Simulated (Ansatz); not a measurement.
One geometry of mu-NH2-B2H5 (B2NH7), several levels of theory.

```yaml
crystal:
  periodic: [false, false, false]
  atoms:
    - {symbol: B, position_ang: [0.589443, 0.712422, -0.392807]}
    - {symbol: N, position_ang: [-0.724648, 0.402608, 0.389070]}
    - {symbol: B, position_ang: [-0.082722, -0.993884, 0.120817]}
    - {symbol: H, position_ang: [1.005349, -0.558747, -0.540474]}
    - {symbol: H, position_ang: [0.410009, 1.080177, -1.522229]}
    - {symbol: H, position_ang: [1.450923, 1.211774, 0.279164]}
    - {symbol: H, position_ang: [-0.761254, 0.708543, 1.357686]}
    - {symbol: H, position_ang: [-1.598115, 0.602157, -0.090925]}
    - {symbol: H, position_ang: [0.376164, -1.516238, 1.100413]}
    - {symbol: H, position_ang: [-0.665140, -1.648801, -0.700705]}
basis:
  gaussian: {orbitals: def2-TZVPD, initial_orbitals: start.molden}
correlation: {method: ccsd_t}
scf: {omitted_lower_state_checks: [starts]}
output: {orbitals: {seedname: orbitals}}
```

The file start.molden holds the orbitals of an earlier run on this structure, at another level or in another basis.

```sh
$ ansatz run in.yaml --threads 4 --pin off --events-out ev --progress --plain --max-ram 3916MiB
```

It prints (some lines left out):

```
Functional definition: HF
  name "HF"
  cite "Fock, Z. Phys. 61, 126 (1930) doi:10.1007/BF01340294"
  parent pbe
  exchange = exact_x
  correlation = 0
these checks for a lower state are left out or cut short: starts
1231 factors; integrals over basis functions are off by at most 1.1e-3 eV
mean field evaluation 1: about -2937.1123 eV, gradient 1.8e1 eV
mean field evaluation 2: about -2937.5415 eV, gradient 3.9e-1 eV
mean field evaluation 4: about -2937.5421 eV, gradient 5.8e-4 eV
mean field -2937.54208387 eV, -107.9526804446 hartree, gradient 1.0e-6 eV, S^2 0.000000; 0 other end points of the search recorded, 0 dependent functions left out
3 core orbitals not correlated: weight in the atoms' cores, before any rotation towards them, 1.000 or more for the frozen orbitals, at most 0.000 for the correlated occupied ones
reference -2937.54208387 eV, -107.9526804446 hartree; 9, 9 occupied and 162, 162 virtual orbitals, 1231 factors
second order -12.46680302 eV of doubles, -0.00000000 eV of singles
cycle   1  -13.19335522 eV  change   -7.3e-1 eV  update   7.4e-2
cycle   2  -13.56162204 eV  change   -3.7e-1 eV  update   2.1e-2
cycle   3  -13.60031139 eV  change   -3.9e-2 eV  update   7.5e-3
cycle   4  -13.59753471 eV  change    2.8e-3 eV  update   1.9e-3
cycle   5  -13.59753679 eV  change   -2.1e-6 eV  update   7.1e-4
cycle   6  -13.59739592 eV  change    1.4e-4 eV  update   2.1e-4
cycle   7  -13.59736009 eV  change    3.6e-5 eV  update   6.1e-5
cycle   8  -13.59736835 eV  change   -8.3e-6 eV  update   2.3e-5
cycle   9  -13.59736602 eV  change    2.3e-6 eV  update   5.8e-6
perturbative correction -0.47944548 eV, -0.0176192966 hartree
Total energy: -2951.61889537 eV, -108.4699937258 hartree
Checks for a lower state left out: starts
```

Run time 14 s (4 threads of Arm Neoverse V1 on a shared host), peak host memory 1.7 GiB.

First input, but with `hamiltonian: {xc: r2scan, dispersion: d4}` and without the key `correlation` (abridged; 2.1 s):

```
Functional definition: r2SCAN
mean field -2956.86524378 eV, -108.6627934737 hartree, gradient 1.3e-5 eV, S^2 0.000000
Total energy: -2956.89605438 eV, -108.6639257422 hartree
Checks for a lower state left out: starts
```

The first input with `gaussian: {orbitals: def2-TZVP, initial_orbitals: start.molden}`, `hamiltonian: {xc: {name: B3LYP}, dispersion: d4}` and without the key `correlation` (abridged; 0.85 s):

```
Functional definition: B3LYP
mean field -2959.27983345 eV, -108.7515280074 hartree, gradient 2.2e-5 eV, S^2 0.000000
Total energy: -2959.49042094 eV, -108.7592669550 hartree
Checks for a lower state left out: starts
```

As the first input, with `gaussian: {orbitals: def2-TZVPP, initial_orbitals: start.molden}` (abridged; 18 s):

```
Functional definition: HF
mean field -2937.60456375 eV, -107.9549765379 hartree, gradient 1.2e-6 eV, S^2 0.000000
3 core orbitals not correlated: weight in the atoms' cores, before any rotation towards them, 1.000 or more for the frozen orbitals, at most 0.000 for the correlated occupied ones
second order -12.87612368 eV of doubles, -0.00000000 eV of singles
cycle   1  -13.53560470 eV  change   -6.6e-1 eV  update   7.1e-2
cycle   2  -13.89126299 eV  change   -3.6e-1 eV  update   2.0e-2
cycle   3  -13.93015025 eV  change   -3.9e-2 eV  update   7.5e-3
cycle   4  -13.92671360 eV  change    3.4e-3 eV  update   1.9e-3
cycle   5  -13.92683505 eV  change   -1.2e-4 eV  update   7.0e-4
cycle   6  -13.92675532 eV  change    8.0e-5 eV  update   2.0e-4
cycle   7  -13.92671285 eV  change    4.2e-5 eV  update   5.6e-5
cycle   8  -13.92671909 eV  change   -6.2e-6 eV  update   1.9e-5
perturbative correction -0.49148814 eV, -0.0180618561 hartree
Total energy: -2952.02277098 eV, -108.4848358806 hartree
Checks for a lower state left out: starts
```

First input, but with `gaussian: {orbitals: def2-TZVP, initial_orbitals: start.molden}`, `hamiltonian: {xc: {name: wB97X-V}}` and without the key `correlation` (abridged; 2.7 s):

```
Functional definition: wB97X-V
mean field -2958.03107290 eV, -108.7056369036 hartree, gradient 1.1e-5 eV, S^2 0.000000
Total energy: -2958.03107070 eV, -108.7056368228 hartree
Checks for a lower state left out: starts
```

As the first input, with `gaussian: {orbitals: def2-TZVP, initial_orbitals: start.molden}`, `hamiltonian: {xc: pbe, dispersion: d4}` and without the key `correlation` (abridged; 0.7 s):

```
Functional definition: PBE
mean field -2954.22405774 eV, -108.5657316771 hartree, gradient 1.2e-5 eV, S^2 0.000000
Total energy: -2954.35478426 eV, -108.5705357880 hartree
Checks for a lower state left out: starts
```

As the first input, with `hamiltonian: {xc: pbe, dispersion: d4}` and without the key `correlation` (abridged; 1.2 s):

```
Functional definition: PBE
mean field -2954.23642064 eV, -108.5661860051 hartree, gradient 1.5e-5 eV, S^2 0.000000
Total energy: -2954.36715231 eV, -108.5709903054 hartree
Checks for a lower state left out: starts
```

Geometry: PBE-D4/def2-TZVP.

B3LYP takes the VWN-RPA correlation. Correlated methods freeze 3 core orbitals.
